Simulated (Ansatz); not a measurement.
A made-up structure of CH4NSi (charge +1), closed shell:

```json
{"atom": "C1", "x (Å)": "-0.7913", "y (Å)": "0.6789", "z (Å)": "-0.2444"}
{"atom": "N2", "x (Å)": "1.4193", "y (Å)": "-1.1651", "z (Å)": "0.1672"}
{"atom": "Si3", "x (Å)": "0.2302", "y (Å)": "-0.2118", "z (Å)": "0.1464"}
{"atom": "H4", "x (Å)": "-1.4772", "y (Å)": "0.2024", "z (Å)": "-0.9480"}
{"atom": "H5", "x (Å)": "-0.3716", "y (Å)": "1.5866", "z (Å)": "-0.6829"}
{"atom": "H6", "x (Å)": "-1.3522", "y (Å)": "0.9542", "z (Å)": "0.6573"}
{"atom": "H7", "x (Å)": "2.0587", "y (Å)": "-1.7744", "z (Å)": "0.6775"}
```

It is relaxed with PBE-D4/def2-SVP and then PBE0-D4/def2-TZVP (Ansatz 0.2.0). Atoms count as bonded within 1.22 times the sum of their covalent radii (H–H: 0.88 Å). The end point is not checked to be a true minimum.

Question: Does its bonding change? (A judgement: the text doesn't fix the answer.)

Answer: The calculation gives: No: no bond forms or breaks.

Where it ends: The first stage lowers the energy by 3.71 eV in 7 steps. It ends as CH₄NSi ([CH3][Si][NH]), total charge +1:
C1  (-0.939, 0.806, -0.290)
N2  (1.532, -1.304, 0.418)
Si3  (0.417, -0.352, 0.098)
H4  (-1.613, 0.313, -0.997)
H5  (-0.500, 1.706, -0.730)
H6  (-1.459, 1.042, 0.644)
H7  (2.278, -1.940, 0.631)
(Å)

Labels in which every atom is bracketed show which atoms are joined, not bond orders.

For scale, one of the runs: PBE0-D4/def2-TZVP relaxation, 123 basis functions, launched by `ansatz run in.yaml --threads 2 --pin off --events-out ev --progress --plain --max-ram 4352MiB`. The run took about 23 s on 2 CPU threads of an Intel Xeon Platinum 8259CL (shared host).
